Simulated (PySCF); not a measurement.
# Assigning NMR signals

Mapped SMILES: `[CH3:1][C:2]([CH3:3])([CH3:4])[CH2:5][OH:6]`. Each H is labelled by its parent atom.

Rapidly exchanging positions averaged, no solvent model, single conformer, non-relativistic Hamiltonian. J: B3LYP/pcJ-1 (without the spin–dipole term); shieldings: GIAO CAM-B3LYP/pcSseg-1; geometry from PBE0-D3(BJ)/def2-SVP; PySCF.

References, each an isolated molecule treated in the same way: ¹³C (182.45 ppm), ¹H (31.33 ppm) against TMS.

(1) Assign these signals to the numbered atoms. ¹³C{¹H} NMR (computed): δ 76.6 (CH2), 32.9 (C), 28.1 (CH3).

(2) Assign these signals to the numbered atoms. ¹H NMR (500 MHz, computed): δ 3.33 (s, 2H), 0.95 (s, 9H), 0.20 (br s, 1H).

## Answers

(1) 
```tsv
δ (ppm)	atoms	environment	reason
76.6	C5	sp3 CH2 bonded to O	deshielded by the electronegative neighbour
32.9	C2	quaternary sp3 carbon	saturated and bonded to C and H only
28.1	C1/C3/C4	methyl carbon	a saturated carbon with 1 carbon neighbour and no heteroatom attached
```

(2) 
```tsv
δ (ppm)	atoms	environment	reason
3.33	H(C5)	hydrogen on an sp3 CH2 bonded to O	its carbon carries O, an electronegative neighbour
0.95	H(C1)/H(C3)/H(C4)	hydrogen on a methyl carbon	far from electronegative atoms and π systems
0.20	H(O6)	hydrogen on an alcohol oxygen	exchangeable, gas-phase position
```

OH/NH shifts are gas-phase values; hydrogen bonding in solution moves them, usually downfield. Shifts are as computed, not scaled to solution data. Of 1211 compounds with measured shifts, 218 miss one by over three times the rms of a fit or turn the order of signals round; such compounds aren't used in these exercises. Couplings to exchangeable protons are dropped.
